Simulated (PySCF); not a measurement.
**Isomerisation enthalpies of C5H6S**

**Measured values to compare with.**

CRC Handbook of Chemistry and Physics lists, for the gas at 298.15 K: enthalpy of formation of `Cc1ccsc1` 82.5 kJ/mol; enthalpy of formation of `Cc1cccs1` 83.5 kJ/mol.

The runs below try to reproduce these values; the comparison stands at the end.

Differences of these values give the isomerisation enthalpies. Geometries: PBE0-D3(BJ)/def2-TZVP; runs in PySCF, gas phase, with a dispersion term only where the level names one. Total electronic energies (Eh):

```json
{"SMILES": "Cc1ccsc1", "PBE0-D3(BJ)/def2-TZVP": "-592.04669", "B97-2/pcSseg-2": "-592.37592", "KT3/pcSseg-2": "-598.47041", "PBE0/pcSseg-2": "-592.04415"}
{"SMILES": "Cc1cccs1", "PBE0-D3(BJ)/def2-TZVP": "-592.04672", "B97-2/pcSseg-2": "-592.37601", "KT3/pcSseg-2": "-598.47065", "PBE0/pcSseg-2": "-592.04423"}
```

Zero-point and thermal terms are left out, so the computed numbers are electronic energies.

## Comparison

Relative to `Cc1ccsc1`, the lowest by measurement, in kJ/mol (measured: enthalpies at 298.15 K; computed: electronic energies):

| SMILES | measured | PBE0-D3(BJ)/def2-TZVP | B97-2/pcSseg-2 | KT3/pcSseg-2 | PBE0/pcSseg-2 |
| --- | --- | --- | --- | --- | --- |
| Cc1ccsc1 | 0.0 | 0.0 | 0.0 | 0.0 | 0.0 |
| Cc1cccs1 | 1.0 | -0.1 | -0.2 | -0.6 | -0.2 |

Measured values: 82.5 kJ/mol (298.15 K; CRC Handbook of Chemistry and Physics) for the first row; the others come from the same table. Unsigned miss: PBE0-D3(BJ)/def2-TZVP 1.1, B97-2/pcSseg-2 1.2, PBE0/pcSseg-2 1.2, KT3/pcSseg-2 1.6 kJ/mol. KT3/pcSseg-2 puts another isomer lowest. The two lowest measured values lie only 1.0 kJ/mol apart, so their order may not be settled by the table. Where a level misses, the cause wasn't examined.
